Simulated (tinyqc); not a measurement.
Inside a calculation (part 1 of 2). Method: RHF in the sto-6g basis, for NH3, spin multiplicity 1. Computed by tinyqc, a small Python program that keeps every step (integrals from PySCF). Settings: charge = 0, multiplicity = 1, basis = sto-6g, energy threshold = 1e-09, iteration cap = 90, orthogonalisation = symmetric, start = highest core orbitals, DIIS depth = 0, shift = 0.5, method = RHF. Command: `OMP_NUM_THREADS=1 python tinyqc.py 21679 21680 out.jsonl` (the two numbers bound the seeds that draw the settings). One thread of a shared host (Intel(R) Xeon(R) Processor @ 2.60GHz), about 0.2 s of CPU time with the checks. Later iterations appear only in the table of the cycle.

## One-electron integrals

Geometry (angstrom):
```
atom         x         y        z
N      0.00000   0.00000  0.41200
H      1.01600   0.00000  0.00000
H     -0.50800   0.88000  0.00000
H     -0.50800  -0.88000  0.00000
```

Basis sto-6g: exponents (1/bohr^2) and contraction coefficients of normalised primitives:
```
element  l (shell)    exponent  coefficient
N            s (1)  1027.82846      0.00916
N            s (1)   188.45122      0.04936
N            s (1)    52.72186      0.16854
N            s (1)    18.11138      0.37056
N            s (1)     7.03318      0.41649
N            s (1)     2.89665      0.13033
N            s (2)    39.19881     -0.01325
N            s (2)     7.75847     -0.04699
N            s (2)     2.41133     -0.03379
N            s (2)     0.92772      0.25024
N            s (2)     0.40291      0.59512
N            s (2)     0.18468      0.24071
N            p (3)    39.19881      0.00376
N            p (3)     7.75847      0.03768
N            p (3)     2.41133      0.17390
N            p (3)     0.92772      0.41804
N            p (3)     0.40291      0.42586
N            p (3)     0.18468      0.10171
H            s (1)    35.52322      0.00916
H            s (1)     6.51314      0.04936
H            s (1)     1.82214      0.16854
H            s (1)     0.62596      0.37056
H            s (1)     0.24308      0.41649
H            s (1)     0.10011      0.13033
```

Overlap, kinetic and nuclear-attraction integrals over the contracted functions; the nuclear repulsion is the sum of Za Zb / Rab.

nuclear repulsion = 11.0375198 hartree

overlap S, order 1N 1s, 1N 2s, 1N 2px, 1N 2py, 1N 2pz, 2H 1s, 3H 1s, 4H 1s:
$$\begin{pmatrix}
1.00000 & 0.22942 & 0.00000 & 0.00000 & 0.00000 & 0.04966 & 0.04965 & 0.04965 \\
0.22942 & 1.00000 & 0.00000 & 0.00000 & 0.00000 & 0.44492 & 0.44487 & 0.44487 \\
0.00000 & 0.00000 & 1.00000 & 0.00000 & 0.00000 & 0.37916 & -0.18955 & -0.18955 \\
0.00000 & 0.00000 & 0.00000 & 1.00000 & 0.00000 & 0.00000 & 0.32835 & -0.32835 \\
0.00000 & 0.00000 & 0.00000 & 0.00000 & 1.00000 & -0.15376 & -0.15373 & -0.15373 \\
0.04966 & 0.44492 & 0.37916 & 0.00000 & -0.15376 & 1.00000 & 0.17466 & 0.17466 \\
0.04965 & 0.44487 & -0.18955 & 0.32835 & -0.15373 & 0.17466 & 1.00000 & 0.17462 \\
0.04965 & 0.44487 & -0.18955 & -0.32835 & -0.15373 & 0.17466 & 0.17462 & 1.00000
\end{pmatrix}$$

kinetic energy T (hartree), order 1N 1s, 1N 2s, 1N 2px, 1N 2py, 1N 2pz, 2H 1s, 3H 1s, 4H 1s:
$$\begin{pmatrix}
22.23641 & -0.67875 & 0.00000 & 0.00000 & 0.00000 & -0.00671 & -0.00671 & -0.00671 \\
-0.67875 & 0.63290 & 0.00000 & 0.00000 & 0.00000 & 0.09083 & 0.09080 & 0.09080 \\
0.00000 & 0.00000 & 1.90129 & 0.00000 & 0.00000 & 0.21174 & -0.10583 & -0.10583 \\
0.00000 & 0.00000 & 0.00000 & 1.90129 & 0.00000 & 0.00000 & 0.18333 & -0.18333 \\
0.00000 & 0.00000 & 0.00000 & 0.00000 & 1.90129 & -0.08586 & -0.08583 & -0.08583 \\
-0.00671 & 0.09083 & 0.21174 & 0.00000 & -0.08586 & 0.76852 & -0.00674 & -0.00674 \\
-0.00671 & 0.09080 & -0.10583 & 0.18333 & -0.08583 & -0.00674 & 0.76852 & -0.00674 \\
-0.00671 & 0.09080 & -0.10583 & -0.18333 & -0.08583 & -0.00674 & -0.00674 & 0.76852
\end{pmatrix}$$

nuclear attraction V (hartree), order 1N 1s, 1N 2s, 1N 2px, 1N 2py, 1N 2pz, 2H 1s, 3H 1s, 4H 1s:
$$\begin{pmatrix}
-48.12140 & -4.97923 & 0.00000 & 0.00000 & 0.01610 & -1.22687 & -1.22660 & -1.22660 \\
-4.97923 & -8.25285 & -0.00003 & 0.00000 & 0.18069 & -2.98749 & -2.98702 & -2.98702 \\
0.00000 & -0.00003 & -8.28439 & 0.00000 & 0.00001 & -2.31239 & 1.15594 & 1.15594 \\
0.00000 & 0.00000 & 0.00000 & -8.28440 & 0.00000 & 0.00000 & -2.00244 & 2.00244 \\
0.01610 & 0.18069 & 0.00001 & 0.00000 & -8.18883 & 0.98634 & 0.98613 & 0.98613 \\
-1.22687 & -2.98749 & -2.31239 & 0.00000 & 0.98634 & -5.14807 & -0.98618 & -0.98618 \\
-1.22660 & -2.98702 & 1.15594 & -2.00244 & 0.98613 & -0.98618 & -5.14778 & -0.98590 \\
-1.22660 & -2.98702 & 1.15594 & 2.00244 & 0.98613 & -0.98618 & -0.98590 & -5.14778
\end{pmatrix}$$

core Hamiltonian H = T + V (hartree), order 1N 1s, 1N 2s, 1N 2px, 1N 2py, 1N 2pz, 2H 1s, 3H 1s, 4H 1s:
$$\begin{pmatrix}
-25.88499 & -5.65798 & 0.00000 & 0.00000 & 0.01610 & -1.23358 & -1.23331 & -1.23331 \\
-5.65798 & -7.61995 & -0.00003 & 0.00000 & 0.18069 & -2.89666 & -2.89622 & -2.89622 \\
0.00000 & -0.00003 & -6.38310 & 0.00000 & 0.00001 & -2.10065 & 1.05011 & 1.05011 \\
0.00000 & 0.00000 & 0.00000 & -6.38310 & 0.00000 & 0.00000 & -1.81910 & 1.81910 \\
0.01610 & 0.18069 & 0.00001 & 0.00000 & -6.28753 & 0.90048 & 0.90030 & 0.90030 \\
-1.23358 & -2.89666 & -2.10065 & 0.00000 & 0.90048 & -4.37955 & -0.99292 & -0.99292 \\
-1.23331 & -2.89622 & 1.05011 & -1.81910 & 0.90030 & -0.99292 & -4.37926 & -0.99265 \\
-1.23331 & -2.89622 & 1.05011 & 1.81910 & 0.90030 & -0.99292 & -0.99265 & -4.37926
\end{pmatrix}$$

## Two-electron integrals

Functions are numbered as in S; the eight-fold symmetry (ij|kl) = (ji|kl) = (kl|ij) leaves the list below.

Two-electron integrals (ij|kl) in chemists' order, unique and non-zero (hartree):
```
(11|11) 4.16874    (21|11) 0.58365    (21|21) 0.10411    (22|11) 0.96849
(22|21) 0.21445    (22|22) 0.70840    (31|31) 0.02207    (32|31) 0.03361
(32|32) 0.15658    (33|11) 0.96849    (33|21) 0.21445    (33|22) 0.70840
(33|33) 0.76324    (41|41) 0.02207    (42|41) 0.03361    (42|42) 0.15658
(43|43) 0.04113    (44|11) 0.96849    (44|21) 0.21445    (44|22) 0.70840
(44|33) 0.68098    (44|44) 0.76324    (51|51) 0.02207    (52|51) 0.03361
(52|52) 0.15658    (53|53) 0.04113    (54|54) 0.04113    (55|11) 0.96849
(55|21) 0.21445    (55|22) 0.70840    (55|33) 0.68098    (55|44) 0.68098
(55|55) 0.76324    (61|11) 0.13454    (61|21) 0.02301    (61|22) 0.04640
(61|31) 0.00120    (61|32) 0.00234    (61|33) 0.04660    (61|44) 0.04627
(61|51) -0.00049   (61|52) -0.00095   (61|53) -0.00013   (61|55) 0.04632
(61|61) 0.00520    (62|11) 0.32558    (62|21) 0.07308    (62|22) 0.26647
(62|31) 0.00608    (62|32) 0.04453    (62|33) 0.27491    (62|44) 0.26111
(62|51) -0.00246   (62|52) -0.01806   (62|53) -0.00560   (62|55) 0.26338
(62|61) 0.01638    (62|62) 0.12821    (63|11) 0.23889    (63|21) 0.05436
(63|22) 0.21076    (63|31) 0.01184    (63|32) 0.07706    (63|33) 0.22909
(63|44) 0.20074    (63|51) -0.00159   (63|52) -0.01330   (63|53) -0.00787
(63|55) 0.20246    (63|61) 0.01274    (63|62) 0.12182    (63|63) 0.13084
(64|41) 0.00792    (64|42) 0.04426    (64|43) 0.00895    (64|54) -0.00363
(64|64) 0.01688    (65|11) -0.09687   (65|21) -0.02204   (65|22) -0.08547
(65|31) -0.00159   (65|32) -0.01330   (65|33) -0.08564   (65|44) -0.08140
(65|51) 0.00857    (65|52) 0.04966    (65|53) 0.01067    (65|55) -0.08936
(65|61) -0.00517   (65|62) -0.04940   (65|63) -0.04621   (65|65) 0.03562
(66|11) 0.47204    (66|21) 0.10791    (66|22) 0.44836    (66|31) 0.01146
(66|32) 0.11355    (66|33) 0.48127    (66|44) 0.42749    (66|51) -0.00465
(66|52) -0.04605   (66|53) -0.02181   (66|55) 0.43633    (66|61) 0.02450
(66|62) 0.27327    (66|63) 0.29120    (66|65) -0.11808   (66|66) 0.77500
(71|11) 0.13451    (71|21) 0.02301    (71|22) 0.04639    (71|31) -0.00060
(71|32) -0.00117   (71|33) 0.04634    (71|41) 0.00104    (71|42) 0.00203
(71|43) -0.00014   (71|44) 0.04650    (71|51) -0.00048   (71|52) -0.00095
(71|53) 0.00007    (71|54) -0.00012   (71|55) 0.04631    (71|61) 0.00510
(71|62) 0.01565    (71|63) 0.01136    (71|64) 0.00048    (71|65) -0.00494
(71|66) 0.02302    (71|71) 0.00520    (72|11) 0.32552    (72|21) 0.07307
(72|22) 0.26643    (72|31) -0.00304   (72|32) -0.02226   (72|33) 0.26452
(72|41) 0.00526    (72|42) 0.03856    (72|43) -0.00597   (72|44) 0.27142
(72|51) -0.00246   (72|52) -0.01805   (72|53) 0.00280    (72|54) -0.00484
(72|55) 0.26334    (72|61) 0.01565    (72|62) 0.09846    (72|63) 0.07207
(72|64) 0.01095    (72|65) -0.03691   (72|66) 0.16797    (72|71) 0.01637
(72|72) 0.12817    (73|11) -0.11942   (73|21) -0.02718   (73|22) -0.10536
(73|31) 0.00890    (73|32) 0.05245    (73|33) -0.11060   (73|41) -0.00170
(73|42) -0.01420   (73|43) 0.01001    (73|44) -0.10427   (73|51) 0.00079
(73|52) 0.00665    (73|53) -0.00469   (73|54) 0.00183    (73|55) -0.10121
(73|61) -0.00527   (73|62) -0.02655   (73|63) -0.00782   (73|64) -0.00220
(73|65) 0.00973    (73|66) -0.03453   (73|71) -0.00637   (73|72) -0.06089
(73|73) 0.04535    (74|11) 0.20687    (74|21) 0.04708    (74|22) 0.18251
(74|31) -0.00170   (74|32) -0.01420   (74|33) 0.17610    (74|41) 0.01086
(74|42) 0.06885    (74|43) -0.00839   (74|44) 0.19612    (74|51) -0.00138
(74|52) -0.01151   (74|53) 0.00183    (74|54) -0.00681   (74|55) 0.17532
(74|61) 0.01007    (74|62) 0.06789    (74|63) 0.04934    (74|64) 0.01940
(74|65) -0.02494   (74|66) 0.11643    (74|71) 0.01103    (74|72) 0.10548
(74|73) -0.04934   (74|74) 0.10233    (75|11) -0.09685   (75|21) -0.02204
(75|22) -0.08545   (75|31) 0.00079    (75|32) 0.00665    (75|33) -0.08244
(75|41) -0.00138   (75|42) -0.01151   (75|43) 0.00183    (75|44) -0.08456
(75|51) 0.00857    (75|52) 0.04965    (75|53) -0.00533   (75|54) 0.00924
(75|55) -0.08934   (75|61) -0.00494   (75|62) -0.03691   (75|63) -0.02646
(75|64) -0.00404   (75|65) 0.02595    (75|66) -0.06776   (75|71) -0.00517
(75|72) -0.04938   (75|73) 0.02310    (75|74) -0.04001   (75|75) 0.03560
(76|11) 0.10267    (76|21) 0.02322    (76|22) 0.09007    (76|31) 0.00077
(76|32) 0.00641    (76|33) 0.09002    (76|41) 0.00134    (76|42) 0.01110
(76|43) 0.00040    (76|44) 0.09049    (76|51) -0.00125   (76|52) -0.01039
(76|53) -0.00121   (76|54) -0.00210   (76|55) 0.08969    (76|61) 0.00513
(76|62) 0.04132    (76|63) 0.03631    (76|64) 0.00417    (76|65) -0.01765
(76|66) 0.08679    (76|71) 0.00512    (76|72) 0.04131    (76|73) -0.01454
(76|74) 0.03353    (76|75) -0.01765   (76|76) 0.01631    (77|11) 0.47200
(77|21) 0.10790    (77|22) 0.44834    (77|31) -0.00573   (77|32) -0.05677
(77|33) 0.44090    (77|41) 0.00993    (77|42) 0.09833    (77|43) -0.02329
(77|44) 0.46780    (77|51) -0.00465   (77|52) -0.04604   (77|53) 0.01090
(77|54) -0.01889   (77|55) 0.43630    (77|61) 0.02303    (77|62) 0.16799
(77|63) 0.11810    (77|64) 0.02831    (77|65) -0.06777   (77|66) 0.29825
(77|71) 0.02449    (77|72) 0.27323    (77|73) -0.14557   (77|74) 0.25216
(77|75) -0.11806   (77|76) 0.08679    (77|77) 0.77500    (81|11) 0.13451
(81|21) 0.02301    (81|22) 0.04639    (81|31) -0.00060   (81|32) -0.00117
(81|33) 0.04634    (81|41) -0.00104   (81|42) -0.00203   (81|43) 0.00014
(81|44) 0.04650    (81|51) -0.00048   (81|52) -0.00095   (81|53) 0.00007
(81|54) 0.00012    (81|55) 0.04631    (81|61) 0.00510    (81|62) 0.01565
(81|63) 0.01136    (81|64) -0.00048   (81|65) -0.00494   (81|66) 0.02302
(81|71) 0.00510    (81|72) 0.01565    (81|73) -0.00609   (81|74) 0.00960
(81|75) -0.00494   (81|76) 0.00494    (81|77) 0.02302    (81|81) 0.00520
(82|11) 0.32552    (82|21) 0.07307    (82|22) 0.26643    (82|31) -0.00304
(82|32) -0.02226   (82|33) 0.26452    (82|41) -0.00526   (82|42) -0.03856
(82|43) 0.00597    (82|44) 0.27142    (82|51) -0.00246   (82|52) -0.01805
(82|53) 0.00280    (82|54) 0.00484    (82|55) 0.26334    (82|61) 0.01565
(82|62) 0.09846    (82|63) 0.07207    (82|64) -0.01095   (82|65) -0.03691
(82|66) 0.16797    (82|71) 0.01565    (82|72) 0.09845    (82|73) -0.04551
(82|74) 0.05694    (82|75) -0.03691   (82|76) 0.03297    (82|77) 0.16796
(82|81) 0.01637    (82|82) 0.12817    (83|11) -0.11942   (83|21) -0.02718
(83|22) -0.10536   (83|31) 0.00890    (83|32) 0.05245    (83|33) -0.11060
(83|41) 0.00170    (83|42) 0.01420    (83|43) -0.01001   (83|44) -0.10427
(83|51) 0.00079    (83|52) 0.00665    (83|53) -0.00469   (83|54) -0.00183
(83|55) -0.10121   (83|61) -0.00527   (83|62) -0.02655   (83|63) -0.00782
(83|64) 0.00220    (83|65) 0.00973    (83|66) -0.03453   (83|71) -0.00609
(83|72) -0.04551   (83|73) 0.03300    (83|74) -0.02576   (83|75) 0.01672
(83|76) -0.01146   (83|77) -0.08355   (83|81) -0.00637   (83|82) -0.06089
(83|83) 0.04535    (84|11) -0.20687   (84|21) -0.04708   (84|22) -0.18251
(84|31) 0.00170    (84|32) 0.01420    (84|33) -0.17610   (84|41) 0.01086
(84|42) 0.06885    (84|43) -0.00839   (84|44) -0.19612   (84|51) 0.00138
(84|52) 0.01151    (84|53) -0.00183   (84|54) -0.00681   (84|55) -0.17532
(84|61) -0.01007   (84|62) -0.06789   (84|63) -0.04934   (84|64) 0.01940
(84|65) 0.02494    (84|66) -0.11643   (84|71) -0.00960   (84|72) -0.05694
(84|73) 0.02576    (84|74) -0.02143   (84|75) 0.02090    (84|76) -0.01985
(84|77) -0.08812   (84|81) -0.01103   (84|82) -0.10548   (84|83) 0.04934
(84|84) 0.10233    (85|11) -0.09685   (85|21) -0.02204   (85|22) -0.08545
(85|31) 0.00079    (85|32) 0.00665    (85|33) -0.08244   (85|41) 0.00138
(85|42) 0.01151    (85|43) -0.00183   (85|44) -0.08456   (85|51) 0.00857
(85|52) 0.04965    (85|53) -0.00533   (85|54) -0.00924   (85|55) -0.08934
(85|61) -0.00494   (85|62) -0.03691   (85|63) -0.02646   (85|64) 0.00404
(85|65) 0.02595    (85|66) -0.06776   (85|71) -0.00494   (85|72) -0.03691
(85|73) 0.01672    (85|74) -0.02090   (85|75) 0.02594    (85|76) -0.01368
(85|77) -0.06776   (85|81) -0.00517   (85|82) -0.04938   (85|83) 0.02310
(85|84) 0.04001    (85|85) 0.03560    (86|11) 0.10267    (86|21) 0.02322
(86|22) 0.09007    (86|31) 0.00077    (86|32) 0.00641    (86|33) 0.09002
(86|41) -0.00134   (86|42) -0.01110   (86|43) -0.00040   (86|44) 0.09049
(86|51) -0.00125   (86|52) -0.01039   (86|53) -0.00121   (86|54) 0.00210
(86|55) 0.08969    (86|61) 0.00513    (86|62) 0.04132    (86|63) 0.03631
(86|64) -0.00417   (86|65) -0.01765   (86|66) 0.08679    (86|71) 0.00494
(86|72) 0.03297    (86|73) -0.01146   (86|74) 0.01985    (86|75) -0.01368
(86|76) 0.01331    (86|77) 0.05717    (86|81) 0.00512    (86|82) 0.04131
(86|83) -0.01454   (86|84) -0.03353   (86|85) -0.01765   (86|86) 0.01631
(87|11) 0.10264    (87|21) 0.02321    (87|22) 0.09004    (87|31) -0.00155
(87|32) -0.01281   (87|33) 0.09069    (87|44) 0.08977    (87|51) -0.00125
(87|52) -0.01039   (87|53) 0.00243    (87|55) 0.08967    (87|61) 0.00494
(87|62) 0.03297    (87|63) 0.02292    (87|65) -0.01368   (87|66) 0.05715
(87|71) 0.00512    (87|72) 0.04130    (87|73) -0.02176   (87|74) 0.02935
(87|75) -0.01764   (87|76) 0.01331    (87|77) 0.08676    (87|81) 0.00512
(87|82) 0.04130    (87|83) -0.02176   (87|84) -0.02935   (87|85) -0.01764
(87|86) 0.01331    (87|87) 0.01630    (88|11) 0.47200    (88|21) 0.10790
(88|22) 0.44834    (88|31) -0.00573   (88|32) -0.05677   (88|33) 0.44090
(88|41) -0.00993   (88|42) -0.09833   (88|43) 0.02329    (88|44) 0.46780
(88|51) -0.00465   (88|52) -0.04604   (88|53) 0.01090    (88|54) 0.01889
(88|55) 0.43630    (88|61) 0.02303    (88|62) 0.16799    (88|63) 0.11810
(88|64) -0.02831   (88|65) -0.06777   (88|66) 0.29825    (88|71) 0.02302
(88|72) 0.16796    (88|73) -0.08355   (88|74) 0.08812    (88|75) -0.06776
(88|76) 0.05717    (88|77) 0.29822    (88|81) 0.02449    (88|82) 0.27323
(88|83) -0.14557   (88|84) -0.25216   (88|85) -0.11806   (88|86) 0.08679
(88|87) 0.08676    (88|88) 0.77500
```

## Orthogonalisation

S = U s U^T; symmetric (Loewdin) form X = U s^(-1/2) U^T, so that X^T S X = 1.

eigenvalues of S: [0.32059, 0.44017, 0.44019, 0.91716, 1.06325, 1.38516, 1.38519, 2.04830]

X, order 1N 1s, 1N 2s, 1N 2px, 1N 2py, 1N 2pz, 2H 1s, 3H 1s, 4H 1s:
$$\begin{pmatrix}
1.02326 & -0.14443 & 0.00000 & 0.00000 & 0.00871 & 0.01942 & 0.01942 & 0.01942 \\
-0.14443 & 1.31451 & 0.00003 & 0.00000 & -0.09967 & -0.27457 & -0.27451 & -0.27451 \\
0.00000 & 0.00003 & 1.11769 & 0.00000 & -0.00001 & -0.26386 & 0.13190 & 0.13190 \\
0.00000 & 0.00000 & 0.00000 & 1.11769 & 0.00000 & 0.00000 & -0.22848 & 0.22848 \\
0.00871 & -0.09967 & -0.00001 & 0.00000 & 1.03380 & 0.09339 & 0.09336 & 0.09336 \\
0.01942 & -0.27457 & -0.26386 & 0.00000 & 0.09339 & 1.19528 & -0.04398 & -0.04398 \\
0.01942 & -0.27451 & 0.13190 & -0.22848 & 0.09336 & -0.04398 & 1.19522 & -0.04397 \\
0.01942 & -0.27451 & 0.13190 & 0.22848 & 0.09336 & -0.04398 & -0.04397 & 1.19522
\end{pmatrix}$$

## Starting guess

The start is the highest orbitals of the core Hamiltonian (a deliberately bad start); D = 2 C_occ C_occ^T.

D at the start, order 1N 1s, 1N 2s, 1N 2px, 1N 2py, 1N 2pz, 2H 1s, 3H 1s, 4H 1s:
$$\begin{pmatrix}
0.01810 & -0.13383 & 0.00004 & 0.00000 & -0.11928 & 0.07556 & 0.07556 & 0.07556 \\
-0.13383 & 1.24621 & -0.00008 & 0.00000 & 0.35856 & -0.95526 & -0.95504 & -0.95504 \\
0.00004 & -0.00008 & 2.70731 & 0.00000 & 0.00003 & -1.24378 & 0.62179 & 0.62179 \\
0.00000 & 0.00000 & 0.00000 & 0.30981 & 0.00000 & 0.00000 & -0.69979 & 0.69979 \\
-0.11928 & 0.35856 & 0.00003 & 0.00000 & 1.85492 & 0.31104 & 0.31094 & 0.31094 \\
0.07556 & -0.95526 & -1.24378 & 0.00000 & 0.31104 & 3.11491 & -0.16551 & -0.16551 \\
0.07556 & -0.95504 & 0.62179 & -0.69979 & 0.31094 & -0.16551 & 3.05520 & -0.10612 \\
0.07556 & -0.95504 & 0.62179 & 0.69979 & 0.31094 & -0.16551 & -0.10612 & 3.05520
\end{pmatrix}$$

## Iteration 1: building the Fock matrix

J_ij = sum D_kl (ij|kl), K_ij = sum D_kl (ik|jl); F = H + J - 0.5 K; E = tr D H + tr D J / 2 - 0.25 tr D K + E_nn.

Coulomb J (hartree), order 1N 1s, 1N 2s, 1N 2px, 1N 2py, 1N 2pz, 2H 1s, 3H 1s, 4H 1s:
$$\begin{pmatrix}
6.65380 & 1.48586 & -0.00207 & 0.00000 & 0.01672 & 0.32140 & 0.32103 & 0.32103 \\
1.48586 & 5.38917 & -0.01623 & 0.00000 & -0.03387 & 2.21343 & 2.20317 & 2.20317 \\
-0.00207 & -0.01623 & 5.48941 & 0.00000 & 0.00176 & 1.85359 & -0.93131 & -0.93131 \\
0.00000 & 0.00000 & 0.00000 & 5.31910 & 0.00000 & 0.00000 & 1.57372 & -1.57372 \\
0.01672 & -0.03387 & 0.00176 & 0.00000 & 5.35899 & -0.76244 & -0.76050 & -0.76050 \\
0.32140 & 2.21343 & 1.85359 & 0.00000 & -0.76244 & 4.47114 & 0.79002 & 0.79002 \\
0.32103 & 2.20317 & -0.93131 & 1.57372 & -0.76050 & 0.79002 & 4.43061 & 0.79409 \\
0.32103 & 2.20317 & -0.93131 & -1.57372 & -0.76050 & 0.79002 & 0.79409 & 4.43061
\end{pmatrix}$$

exchange K (hartree), order 1N 1s, 1N 2s, 1N 2px, 1N 2py, 1N 2pz, 2H 1s, 3H 1s, 4H 1s:
$$\begin{pmatrix}
0.12092 & 0.14304 & -0.00136 & 0.00000 & 0.02776 & 0.03228 & 0.02808 & 0.02808 \\
0.14304 & 0.88508 & -0.01354 & 0.00000 & 0.49839 & 0.44318 & 0.41774 & 0.41774 \\
-0.00136 & -0.01354 & 1.79794 & 0.00000 & 0.00205 & 0.65296 & -0.33159 & -0.33159 \\
0.00000 & 0.00000 & 0.00000 & 0.33429 & 0.00000 & 0.00000 & 0.28732 & -0.28732 \\
0.02776 & 0.49839 & 0.00205 & 0.00000 & 1.51919 & -0.09167 & -0.09124 & -0.09124 \\
0.03228 & 0.44318 & 0.65296 & 0.00000 & -0.09167 & 1.58442 & 0.15174 & 0.15174 \\
0.02808 & 0.41774 & -0.33159 & 0.28732 & -0.09124 & 0.15174 & 1.50508 & 0.19953 \\
0.02808 & 0.41774 & -0.33159 & -0.28732 & -0.09124 & 0.15174 & 0.19953 & 1.50508
\end{pmatrix}$$

Fock matrix F (hartree), order 1N 1s, 1N 2s, 1N 2px, 1N 2py, 1N 2pz, 2H 1s, 3H 1s, 4H 1s:
$$\begin{pmatrix}
-19.29164 & -4.24364 & -0.00139 & 0.00000 & 0.01894 & -0.92832 & -0.92632 & -0.92632 \\
-4.24364 & -2.67332 & -0.00950 & 0.00000 & -0.10238 & -0.90483 & -0.90192 & -0.90192 \\
-0.00139 & -0.00950 & -1.79266 & 0.00000 & 0.00074 & -0.57355 & 0.28459 & 0.28459 \\
0.00000 & 0.00000 & 0.00000 & -1.23115 & 0.00000 & 0.00000 & -0.38904 & 0.38904 \\
0.01894 & -0.10238 & 0.00074 & 0.00000 & -1.68813 & 0.18387 & 0.18542 & 0.18542 \\
-0.92832 & -0.90483 & -0.57355 & 0.00000 & 0.18387 & -0.70062 & -0.27876 & -0.27876 \\
-0.92632 & -0.90192 & 0.28459 & -0.38904 & 0.18542 & -0.27876 & -0.70119 & -0.29832 \\
-0.92632 & -0.90192 & 0.28459 & 0.38904 & 0.18542 & -0.27876 & -0.29832 & -0.70119
\end{pmatrix}$$

total energy of this density = -17.4704782 hartree
